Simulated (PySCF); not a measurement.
# How the method moves the HOMO and LUMO of `P[SiH2]P`

H6P2Si.
Z-matrix (Å and degrees, PBE0-D3(BJ)/def2-SVP geometry), rows numbered from 1:
```
P 
Si  1  2.2656
P   2  2.2664  1  106.05
H   1  1.4298  2   93.95  3  -167.80
H   1  1.4301  2   93.26  3   -74.17
H   2  1.4968  1  113.23  3   124.80
H   2  1.4944  1  107.81  3  -115.20
H   3  1.4298  2   93.92  1   168.17
H   3  1.4300  2   93.28  1    74.55
```

Basis pcSseg-2 throughout (PySCF), one geometry. Geometry: PBE0-D3(BJ)/def2-SVP, one conformer, isolated molecule.

Question: How do the orbital energies, the gap and the dipole change with the method?

Answer: 
```tsv
method	kind	HOMO (eV)	LUMO (eV)	gap (eV)	μ (D)	SCF cycles
BLYP	GGA	-6.40	-0.99	5.41	1.27	13
B97-D	GGA	-6.51	-0.97	5.54	1.36	12
PBE	GGA	-6.54	-1.08	5.46	1.42	13
OPBE	GGA	-6.54	-0.90	5.64	1.55	14
KT2	GGA	-6.59	-1.12	5.47	1.37	13
LDA	LDA	-6.60	-1.24	5.36	1.54	12
KT3	GGA	-6.62	-1.09	5.53	1.33	13
BP86	GGA	-6.64	-1.10	5.54	1.40	13
B97-2	global hybrid	-7.43	-0.28	7.14	1.47	11
B3LYP	global hybrid	-7.45	-0.53	6.92	1.35	11
PBE0	global hybrid	-7.65	-0.29	7.36	1.50	11
mPW1PW91	global hybrid	-7.68	-0.28	7.40	1.48	11
BHandHLYP	global hybrid	-8.61	0.45	9.07	1.43	11
CAM-B3LYP	range-separated hybrid	-8.92	0.60	9.52	1.47	11
wB97X-D	range-separated hybrid	-9.48	1.38	10.87	1.56	12
HF	Hartree–Fock	-10.10	2.39	12.50	1.56	9
LC-wPBE	range-separated hybrid	-10.26	1.73	11.99	1.68	12
```

The HOMO spans 3.86 eV, from BLYP down to LC-wPBE, and the gap runs from 5.36 eV (LDA) to 12.50 eV (HF). Over the methods BLYP (0 %), B97-D (0 %), PBE (0 %), OPBE (0 %), KT2 (0 %), LDA (0 %), KT3 (0 %), BP86 (0 %), B97-2 (21 %), B3LYP (20 %), PBE0 (25 %), mPW1PW91 (25 %), BHandHLYP (50 %), HF (100 %), a straight line through the gap against the share of exact exchange rises by 0.71 eV for each 10 % (correlation coefficient 0.999). The dipole ranges from 1.27 D (BLYP) to 1.68 D (LC-wPBE). This basis has no diffuse functions.

The vertical ΔSCF ionisation energy at CAM-B3LYP/def2-SVPD is 9.71 eV; −ε(HOMO) comes closest to it with wB97X-D (9.48 eV).
